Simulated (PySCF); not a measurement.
Species: C6H8 (charge +1 and doublet state).
SMILES with atom numbers: `[CH:1]1[CH+:2][CH2:3][CH:4]=[CH:5][CH2:6]1` (hydrogens: H7 on C1; H8 on C2; H9, H10 on C3; H11 on C4; H12 on C5; H13, H14 on C6)

Structure used (GFN2-xTB), in Å, numbered top down from 1:
```
atom  x, y, z in Å
C1    -0.5718   -1.2746    0.2325
C2     0.7634   -1.1929    0.0352
C3     1.4406    0.0886   -0.2138
C4     0.5716    1.2748   -0.2345
C5    -0.7635    1.1928   -0.0375
C6    -1.4410   -0.0885    0.2109
H7    -1.0423   -2.2301    0.4134
H8     1.3775   -2.0818    0.0570
H9     2.0198    0.0312   -1.1527
H10    2.2569    0.2312    0.5167
H11    1.0419    2.2303   -0.4156
H12   -1.3765    2.0821   -0.0584
H13   -2.2538   -0.2318   -0.5232
H14   -2.0235   -0.0316    1.1478
```

Level of theory: UKS B3LYP, pcH-1 on C H, non-relativistic, mean-field spin-orbit, GIAO in PySCF 2.14.0. Isolated species at its GFN2-xTB geometry, gas phase. A GFN2-xTB geometry isn't a minimum of the functional, and hyperfine couplings can be far from their values at a DFT geometry, by a factor of two or more for some ions and for spin on atoms past the first row. No stability test was run, so a lower SCF solution isn't excluded. No frequencies were computed at this geometry's level, so the symmetric structure isn't shown to be a minimum.

The largest Mulliken spin populations are on C1 (+0.20), C2 (+0.20), C5 (+0.20) and C4 (+0.20). Four atoms exceed +0.15.

McConnell's relation a(H) = Q·ρ ties the coupling of a proton on a planar π carbon to the spin population of that carbon. What Q do the computed values give?

```csv
H,C,ρ(C),a(H) (G),a/ρ (G)
H7,C1,+0.199,-4.65,-23.4
H8,C2,+0.198,-4.65,-23.5
H11,C4,+0.198,-4.65,-23.4
H12,C5,+0.198,-4.65,-23.4
```

These protons share one ρ (within 0.01), so their mean ratio, Q = -23.4 G, is no test of linearity. In McConnell's picture π spin on carbon polarises the C–H bond and leaves opposite spin at the proton, which makes Q negative, as found here.

Couplings in gauss use g_iso = 2.0028.
